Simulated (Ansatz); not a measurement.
Input file:

```yaml
crystal:
  periodic: [false, false, false]
  atoms:
    - {symbol: O, position_ang: [-0.178012, -0.049094, 0.000000]}
    - {symbol: H, position_ang: [-0.427322, 0.877481, 0.000000]}
    - {symbol: H, position_ang: [1.253988, -0.049094, 0.000000]}
    - {symbol: H, position_ang: [1.998988, -0.049094, 0.000000]}
basis:
  gaussian: {orbitals: cc-pVTZ}
magnetization: {spin_polarized: false, initial_magnetization: 1}
correlation: {method: fic_mrcisd_q, electrons: outside_noble_gas, active_space: {window: {electrons: 3, orbitals: 3}}}
```

```sh
$ ansatz run in.yaml --threads 2 --pin off --events-out ev --progress --plain --max-ram 16896MiB --backend cuda --devices 0, --max-vram 18GiB
```

Log:

```
406 factors; integrals over basis functions are off by at most 1.2e-3 eV
mean field evaluation 1: about -2079.7304 eV, gradient 2.4e1 eV
mean field evaluation 2: about -2079.7322 eV, gradient 2.4e1 eV
mean field evaluation 4: about -2081.9659 eV, gradient 3.7e0 eV
mean field evaluation 8: about -2082.1790 eV, gradient 4.2e-1 eV
mean field evaluation 16: about -2081.7679 eV, gradient 1.5e-1 eV
mean field evaluation 32: about -2082.0625 eV, gradient 7.8e-1 eV
mean field -2082.18129748 eV, -76.5187513292 hartree, gradient 3.8e-6 eV, S^2 0.750000; 7 other end points of the search recorded, 0 dependent functions left out
reference -2082.18129748 eV, -76.5187513292 hartree; 6, 5 occupied and 66, 67 virtual orbitals, 406 factors
state -2082.79574916 eV, -76.5413320118 hartree
contracted CI cycle   1: correlation 0.00000000 eV, 0.0000000000 hartree, residual 3.20e1 eV
contracted CI cycle   2: correlation -6.24668522 eV, -0.2295614478 hartree, residual 5.13e0 eV
contracted CI cycle   3: correlation -6.46232216 eV, -0.2374859592 hartree, residual 1.50e0 eV
contracted CI cycle   4: correlation -6.48400992 eV, -0.2382829696 hartree, residual 5.35e-1 eV
contracted CI cycle   5: correlation -6.48773794 eV, -0.2384199717 hartree, residual 2.51e-1 eV
contracted CI cycle   6: correlation -6.48843001 eV, -0.2384454048 hartree, residual 9.20e-2 eV
contracted CI cycle   7: correlation -6.48850693 eV, -0.2384482318 hartree, residual 2.57e-2 eV
contracted CI cycle   8: correlation -6.48851329 eV, -0.2384484654 hartree, residual 8.43e-3 eV
contracted CI cycle   9: correlation -6.48851401 eV, -0.2384484917 hartree, residual 3.44e-3 eV
contracted CI cycle  10: correlation -6.48851413 eV, -0.2384484962 hartree, residual 1.49e-3 eV
contracted CI cycle  11: correlation -6.48851415 eV, -0.2384484970 hartree, residual 5.84e-4 eV
state -2082.79574916 eV, -76.5413320118 hartree; corrected -2089.71158438 eV, -76.7954842687 hartree
state -2082.72448468 eV, -76.5387130905 hartree
contracted CI cycle   1: correlation 0.00000000 eV, 0.0000000000 hartree, residual 3.25e1 eV
contracted CI cycle   2: correlation -6.39443554 eV, -0.2349911718 hartree, residual 4.25e0 eV
contracted CI cycle   3: correlation -6.54827580 eV, -0.2406446971 hartree, residual 1.05e0 eV
contracted CI cycle   4: correlation -6.55862383 eV, -0.2410249802 hartree, residual 2.72e-1 eV
contracted CI cycle   5: correlation -6.55922431 eV, -0.2410470472 hartree, residual 6.72e-2 eV
contracted CI cycle   6: correlation -6.55927027 eV, -0.2410487362 hartree, residual 2.59e-2 eV
contracted CI cycle   7: correlation -6.55927827 eV, -0.2410490302 hartree, residual 1.25e-2 eV
contracted CI cycle   8: correlation -6.55928029 eV, -0.2410491046 hartree, residual 5.45e-3 eV
contracted CI cycle   9: correlation -6.55928061 eV, -0.2410491163 hartree, residual 2.05e-3 eV
contracted CI cycle  10: correlation -6.55928066 eV, -0.2410491181 hartree, residual 8.86e-4 eV
state -2082.72448468 eV, -76.5387130905 hartree; corrected -2089.66930203 eV, -76.7939304210 hartree
state -2082.79574916 eV, -76.5413320118 hartree; corrected -2089.71158438 eV, -76.7954842687 hartree
2 active orbitals were swapped for others, from the solution at -2082.72448437 eV, -76.5387130792 hartree to that at -2082.79573983 eV, -76.5413316689 hartree; typed "places" are swapped only where nearly empty or full, and so, without "given_window_search", are "orbital_numbers", "shells" and a window whose orbitals a file names under [Active]
Total energy: -2089.71158438 eV, -76.7954842687 hartree
```

For the same geometry and basis UCCSDT(Q) lies 80.0 meV lower.

Ran on 2 threads of AMD EPYC 7R13 with a shared H100 80 GB, shared host: 9.5 s wall, 0.83 GiB peak host memory.
